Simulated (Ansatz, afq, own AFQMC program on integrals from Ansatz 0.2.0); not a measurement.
**Si₂H₃, doublet → Si₂H₃, quartet, worked out**

```yaml
atoms:
  - { symbol: Si, position_ang: [0.0000, 0.0235, 1.0897] }
  - { symbol: Si, position_ang: [0.0000, -0.0769, -1.1897] }
  - { symbol: H, position_ang: [0.0000, 1.2166, 1.9857] }
  - { symbol: H, position_ang: [0.0000, -1.1800, 1.9697] }
  - { symbol: H, position_ang: [0.0000, 1.4507, -1.1705] }
```

Connectivity, by distances: SiH2–SiH.

Both states at this geometry.

Basis cc-pVDZ. Only valence electrons are correlated. Integrals, coupled cluster, full CI and functionals: Ansatz 0.2.0; the random walks run on the same integrals in our own AFQMC program. ph-AFQMC/CISD is guided by a CISD state made of CCSD amplitudes; releasing the constraint for a short imaginary time cuts its bias at the price of noise, slowly where states lie close. Uncertainties: one standard error, sampling alone.

Total energies in eV. CBS is CCSD(T) at the limit of def2-TZVPP/QZVPP (extrapolated itself); the highest rung of each member is named.

Cautions: Si₂H₃ (doublet): the released energies are still falling, so no released level is given (meV from the phaseless value at times in 1/Eh: -1 ± 3 at 0.24, -4 ± 3 at 0.51, -6 ± 3 at 0.99, -9 ± 4 at 1.62, -15 ± 3 at 2.40), though the last usable value meets CCSDT(Q) within the noise, its ph-AFQMC/CISD value lies 16 ± 5 meV above CCSDT(Q); Si₂H₃ (quartet): another spin lies lower; core correlation is missing, and it shifts such a gap most where an s electron is promoted.

```
        member  count  CCSD(T)/cc-pVDZ  highest rung in cc-pVDZ     which  CCSD(T)/CBS
Si₂H₃, quartet     +1      -15773.2351              -15773.2785  CCSDT(Q)  -15775.9391
Si₂H₃, doublet     -1      -15775.4791              -15775.5303  CCSDT(Q)  -15778.2796
```

Work out the best estimate of the vertical spin gap: the CCSD(T)/CBS difference plus the step from CCSD(T) to the highest rung.

Sums with the counts: CCSD(T)/CBS 2.3405 eV, highest rung 2.2518 eV, CCSD(T)/cc-pVDZ 2.2440 eV. The step is 2.2518 − 2.2440 = 0.0078 eV, so the best estimate is 2.3405 + (0.0078) = 2.3483 eV = 226.6 kJ/mol. The basis set is worth 0.096 eV of it. Zero-point, core-correlation and spin–orbit terms aren't in it. Past Ne the Hartree–Fock part of each CBS total tends to overshoot, since the cores don't follow the formula; that largely cancels in the difference.

Best estimates are given only where the step beyond CCSD(T) is under 0.3 eV and no member's determinant is very poor (T1 over 0.05, or 0.07 for open shells, ⟨S²⟩ too high by 0.3, two states mixed), so the hardest cases are missing from such tables.

CCSDT and higher add their correlation energy to the determinant of the CCSD(T) run, since their own runs factorise the integrals more tightly (a shift of under 2 meV). Each member of a difference takes its own highest rung, so a best estimate needn't equal the limit plus the step of one row.
